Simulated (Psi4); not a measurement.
**BSiH5O (SMILES BO[SiH3]): a chain of runs**

Wanted: the energy (r2SCAN-D4/def2-TZVPP), then the energy (CCSD(T)/def2-TZVPP) of BSiH5O. 

The calculation is run with Psi4 1.11.

## 1. The structure to begin with

BSiH5O: 8 atoms, total charge 0, spin state singlet. As SMILES, `BO[SiH3]`.

Bond lengths: B1–O2 1.347 Å, O2–Si3 1.658 Å, B1–H4 1.204 Å, B1–H5 1.199 Å, Si3–H6 1.485 Å, Si3–H7 1.482 Å, Si3–H8 1.482 Å. Angles: B1–O2–Si3 132.3°, O2–B1–H4 120.0°, O2–B1–H5 118.0°, O2–Si3–H6 110.1°, O2–Si3–H7 107.9°, O2–Si3–H8 108.0°, H4–B1–H5 122.0°, H6–Si3–H7 110.4°, H6–Si3–H8 110.4°, H7–Si3–H8 110.0°.

## 2. The energy at r2SCAN-D4/def2-TZVPP (density fitting) (run 5)

Input file calc.in:

```
memory 3300 MB

molecule {
  0 1
  B     -0.444710     0.844710    -1.189750
  O      0.327440    -0.054820    -0.551060
  Si     0.272580    -0.683520     0.982080
  H     -1.377500     1.349790    -0.620080
  H     -0.171330     1.117060    -2.324460
  H     -0.851820    -0.080370     1.742230
  H      1.563460    -0.382790     1.644330
  H      0.090440    -2.149690     0.868710
  symmetry c1
}

set {
  basis                def2-TZVPP
  scf_type             df
  dft_radial_points    99
  dft_spherical_points 590
}

energy("r2scan-d4")
print_variables()
```

Run with:

```bash
$ psi4 -i calc.in -o calc.out -n 2
```

calc.out:

```text
[...]
  Running in c1 symmetry.
[...]
  Nuclear repulsion =  101.518884039226123
[...]
  Multiplicity = 1
[...]
  Nalpha       = 16
  Nbeta        = 16
[...]
    Number of basis functions: 174
[...]
   @DF-RKS iter   1:  -392.37468516835008   -4.42212e-01   4.37598e-03 DIIS/ADIIS
[...]
   @DF-RKS iter   8:  -392.59690146363744   -2.06205e-07   6.86454e-07 DIIS
[...]
    Orbital Energies [Eh]
    ---------------------
    Doubly Occupied:
       1A    -65.848318     2A    -18.979673     3A     -6.656214
       4A     -5.226004     5A     -3.568756     6A     -3.566206
       7A     -3.566177     8A     -0.991108     9A     -0.561301
      10A     -0.465991    11A     -0.407341    12A     -0.390063
      13A     -0.385589    14A     -0.322389    15A     -0.312196
      16A     -0.270160
[...]
  @DF-RKS Final Energy:  -392.59690146363744
   => Energetics <=
    Nuclear Repulsion Energy =            101.5188840392261227
    One-Electron Energy =                -742.4176328364327446
    Two-Electron Energy =                 283.7217217094174089
    DFT Exchange-Correlation Energy =     -35.4188706783701832
    Empirical Dispersion Energy =          -0.0010036974780394
    VV10 Nonlocal Energy =                  0.0000000000000000
    Total Energy =                       -392.5969014636374368
[...]
 Multipole Moments:
 ------------------------------------------------------------------------------------
     Multipole            Electronic (a.u.)      Nuclear  (a.u.)        Total (a.u.)
 ------------------------------------------------------------------------------------
 L = 1.  Multiply by 2.5417464519 to convert [e a0] to [Debye]
 Dipole X            :          0.7003006           -0.7204489           -0.0201483
 Dipole Y            :          0.1373561           -0.2780217           -0.1406656
 Dipole Z            :         -1.5933374            1.9508522            0.3575148
 Magnitude           :                                                    0.3847202
[...]
```

Run time: 26 s. Hardware: 2 threads of Intel Xeon 6975P-C (Granite Rapids), shared host; peak memory 2.5 GiB.

## 3. A single-point energy at CCSD(T)/def2-TZVPP (density fitting, density fitting for correlation) (run 9)

Input file bh5osi.inp:

```
memory 3300 mb

molecule molecule1 {
  B
  O 1 r2
  Si 2 r3 1 a3
  H 1 r4 2 a4 3 d4
  H 1 r5 4 a5 2 d5
  H 3 r6 2 a6 1 d6
  H 3 r7 6 a7 2 d7
  H 3 r8 7 a8 6 d8

  r2 = 1.346586
  r3 = 1.657948
  a3 = 132.29403
  r4 = 1.204046
  a4 = 120.00285
  d4 = 0.28009
  r5 = 1.198532
  a5 = 121.95966
  d5 = -179.96934
  r6 = 1.485225
  a6 = 110.14124
  d6 = -1.05774
  r7 = 1.481683
  a7 = 110.38866
  d7 = 119.06208
  r8 = 1.481783
  a8 = 110.00569
  d8 = -122.02778
  symmetry c1
}

set {
  basis           def2-TZVPP
  scf_type        df
  num_frozen_docc 7
  cc_type         df
}

E = energy('ccsd(t)')
```

Run with:

```bash
$ psi4 -n 2 bh5osi.inp bh5osi.out
```

bh5osi.out:

```text
[...]
  Running in c1 symmetry.
[...]
  Nuclear repulsion =  101.518891609150998
[...]
  Multiplicity = 1
[...]
  Nalpha       = 16
  Nbeta        = 16
[...]
    Number of basis functions: 174
[...]
   @DF-RHF iter   1:  -391.43527487156001   -9.39316e-01   2.53824e-03 ADIIS/DIIS
[...]
   @DF-RHF iter  10:  -391.51994013603803   -4.30305e-11   6.58824e-09 DIIS
[...]
    Orbital Energies [Eh]
    ---------------------
    Doubly Occupied:
       1A    -68.802292     2A    -20.570674     3A     -7.629479
       4A     -6.148399     5A     -4.255481     6A     -4.254906
       7A     -4.254835     8A     -1.362426     9A     -0.795800
      10A     -0.679729    11A     -0.612479    12A     -0.587005
      13A     -0.578683    14A     -0.485961    15A     -0.473353
      16A     -0.447764
[...]
  @DF-RHF Final Energy:  -391.51994013603803
   => Energetics <=
    Nuclear Repulsion Energy =            101.5188916091509981
    One-Electron Energy =                -742.1991330385620813
    Two-Electron Energy =                 249.1603012933730952
    Total Energy =                       -391.5199401360380307
[...]
 Multipole Moments:
 ------------------------------------------------------------------------------------
     Multipole            Electronic (a.u.)      Nuclear  (a.u.)        Total (a.u.)
 ------------------------------------------------------------------------------------
 L = 1.  Multiply by 2.5417464519 to convert [e a0] to [Debye]
 Dipole X            :         -0.0002018           -0.0000992           -0.0003010
 Dipole Y            :          1.6580761           -1.9786612           -0.3205851
 Dipole Z            :         -0.5569488            0.6979008            0.1409520
 Magnitude           :                                                    0.3502033
[...]
      * MP2 total energy:                  -391.984623527626
[...]
      * CCSD total energy:                 -392.020996232564
[...]
      * CCSD(T) total energy                -392.037189165551
[...]
```

It took 92 s on 2 threads of Intel Xeon 6975P-C (Granite Rapids), shared host; peak memory 0.45 GiB.

## 4. What came out

```
                                                              quantity          value
                             run 5, r2SCAN-D4/def2-TZVPP: total energy  -392.59690 Eh
                            run 5, r2SCAN-D4/def2-TZVPP: dipole moment         0.98 D
                              run 5, r2SCAN-D4/def2-TZVPP: HOMO energy       -7.35 eV
                              run 5, r2SCAN-D4/def2-TZVPP: LUMO energy       -1.26 eV
                            run 5, r2SCAN-D4/def2-TZVPP: HOMO–LUMO gap        6.09 eV
                        run 5, r2SCAN-D4/def2-TZVPP: dispersion energy   -2.64 kJ/mol
                               run 9, CCSD(T)/def2-TZVPP: total energy  -392.03719 Eh
        run 9, CCSD(T)/def2-TZVPP: HOMO energy (Hartree–Fock orbitals)      -12.18 eV
        run 9, CCSD(T)/def2-TZVPP: LUMO energy (Hartree–Fock orbitals)        2.58 eV
      run 9, CCSD(T)/def2-TZVPP: HOMO–LUMO gap (Hartree–Fock orbitals)       14.76 eV
run 9, CCSD(T)/def2-TZVPP: correlation energy (7 core orbitals frozen)     -517.2 mEh
                             run 9, CCSD(T)/def2-TZVPP: (T) correction     -16.19 mEh
                              run 9, CCSD(T)/def2-TZVPP: T1 diagnostic          0.013
```

**Reading.** The triples (run 9, CCSD(T)/def2-TZVPP) make up 3.1 % of the correlation energy.
